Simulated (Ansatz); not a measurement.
**The cluster CuSn2: structure and electronic state**

Aim: characterise the cluster CuSn2 as a doublet: its structure, frontier levels and distribution of charge and spin.

Method: UKS PBE0-D4/def2-TZVP; program: Ansatz 0.2.0, Gaussian basis.

The runs, in order: relaxation at PBE-D4/def2-TZVP; a search for the lowest solution at PBE0-D4/def2-SVP; a single point at PBE0-D4/def2-TZVP; harmonic vibrations at PBE-D4/def2-TZVP.

**1. The system as given**

3 atoms, charge 0, spin multiplicity 2.

Atoms are counted from 1 here; the program's logs count them from 0.

Bond lengths: Cu1–Sn2 2.468 Å, Cu1–Sn3 2.467 Å, Sn2–Sn3 2.672 Å. Angles: Sn2–Cu1–Sn3 65.6°, Cu1–Sn2–Sn3 57.2°, Cu1–Sn3–Sn2 57.2°.

Sn takes a core potential in the def2 sets. No spin-orbit coupling is included.

The start is a GFN1-xTB geometry.

**2. Relaxation at PBE-D4/def2-TZVP**

in.yaml reads:

```yaml
crystal:
  periodic: [false, false, false]
  atoms:
    - {symbol: Cu, position_ang: [-1.224470, -0.571280, -0.293590]}
    - {symbol: Sn, position_ang: [1.214650, -0.584590, -0.668840]}
    - {symbol: Sn, position_ang: [0.009810, 1.155870, 0.962430]}
basis:
  gaussian: {orbitals: def2-TZVP}
magnetization: {spin_polarized: true, initial_magnetization: 1}
hamiltonian: {xc: pbe, dispersion: d4}
scf: {lower_state_search: "off"}
output: {orbitals: {seedname: orbitals}}
relax: {f_tol: 0.02, max_steps: 100}
```

Launch:

```console
> ansatz run in.yaml --threads 4 --pin off --events-out ev --progress --plain --max-ram 3916MiB
```

After this run come: Searching for the lowest solution, PBE0-D4/def2-SVP; Single point, PBE0-D4/def2-TZVP; Vibrations by finite differences.

**Question.** What will the summary of the whole plan be? Wanted: point group; near neighbours of the metal; HOMO, LUMO at PBE0-D4/def2-TZVP; ⟨S²⟩; charge on the metal; spin on the metal; dipole at PBE-D4/def2-TZVP; lowest, highest wavenumber.

The runs gave:

```
                                         quantity               value
                                      point group                 C2v
                     near neighbours of the metal  Sn 2.57, Sn 2.57 Å
HOMO, LUMO at PBE0-D4/def2-TZVP (over both spins)     -4.95, -3.34 eV
                                             ⟨S²⟩               0.753
charge on the metal (Mulliken, PBE0-D4/def2-TZVP)             -0.06 e
                     spin on the metal (Mulliken)               -0.01
                       dipole at PBE-D4/def2-TZVP              1.10 D
                       lowest, highest wavenumber       -65, 183 cm⁻¹
```

The molecule keeps its bonding pattern by the stored test; the atoms moved 0.05 Å (rms). Of 1 unpaired electron, -0.01 sit on the metal by Mulliken's count: the rest is spread on the ligands. 1 imaginary mode (down to -65 cm⁻¹): a saddle, not a minimum, unless so soft a mode is numerical noise. Whether this spin is the lowest isn't tested here.
